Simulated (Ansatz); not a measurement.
Predict the output of the script below (Ansatz 0.2.0, Python API).

Script `md_ch3n.py`:
```python
'''Molecular dynamics of one CH3N molecule.'''

import ansatz as az
import numpy as np

BASIS_SET = '6-31G*'
FUNCTIONAL = 'hf'
N_STEPS = 40
TEMPERATURE_K = 300

geometry_ang = [
    ('C', [-0.0676, 0.0081, 0.0057]),
    ('N', [1.368, -0.1647, -0.1153]),
    ('H', [-0.3703, -0.1417, 1.0624]),
    ('H', [-0.3452, 1.0327, -0.3168]),
    ('H', [-0.5848, -0.7345, -0.636]),
]
geometry = az.Crystal.molecule()
for symbol, xyz in geometry_ang:
    geometry = geometry.atom(symbol, xyz)

model = (
    geometry.calculation()
    .basis(gaussian=BASIS_SET)
    .functional(FUNCTIONAL)
    .spin('collinear', total=2)
    .md('nvt_langevin', timestep=1.0, steps=N_STEPS, temperature=TEMPERATURE_K, initial_velocities='maxwell_boltzmann', seed=75, friction=0.01)
)
frames = []
result = model.session().plan().execute(on_event=lambda e: frames.append(e['data']) if e['event'] == 'md_step' else None)
print('t (fs)   E_pot (eV)      E_kin (eV)   T (K)   d(0-1) (A)')
for f in frames[::3]:
    xyz = np.array(f['positions_ang'])
    print(f'{f["time_fs"]:6.2f} {f["lagrangian_ev"]:14.5f} {f["e_kin_ev"]:10.5f} {f["temperature_k"]:8.1f} {np.linalg.norm(xyz[0] - xyz[1]):9.4f}')
print('mean temperature', round(float(np.mean([f['temperature_k'] for f in frames])), 1), 'K')
```

```console
$ python md_ch3n.py
t (fs)   E_pot (eV)      E_kin (eV)   T (K)   d(0-1) (A)
  0.00    -2557.94497    0.15511    240.0    1.4510
  3.00    -2557.91363    0.12928    200.0    1.4334
  6.00    -2557.84550    0.06868    106.3    1.4195
  9.00    -2557.88923    0.11033    170.7    1.4153
 12.00    -2557.87302    0.09510    147.2    1.4176
 15.00    -2557.92801    0.12486    193.2    1.4233
 18.00    -2557.89405    0.10520    162.8    1.4252
 21.00    -2557.91756    0.11746    181.7    1.4263
 24.00    -2557.88015    0.07790    120.5    1.4357
 27.00    -2557.88256    0.10272    158.9    1.4542
 30.00    -2557.92024    0.15696    242.9    1.4734
 33.00    -2557.86254    0.09615    148.8    1.4829
 36.00    -2557.91064    0.14873    230.1    1.4805
 39.00    -2557.87530    0.12494    193.3    1.4643
mean temperature 178.9 K
```

Total energies depend on the basis set; only differences at equal settings carry meaning. The trajectory is only some femtoseconds long, so its temperature is not equilibrated; where the script doesn't relax first, it starts from a rough generated geometry. The run takes the species as open-shell (spin multiplicity 3), which needn't be its ground state. The printed temperature counts all 3N degrees of freedom under Langevin dynamics, so the first row lies under the target. With hydrogen a step over 0.5 fs is long. It ran for 9.3 s on 1 thread of AMD EPYC 7B13 (Zen 3) (shared host), peak memory 0.15 GiB.
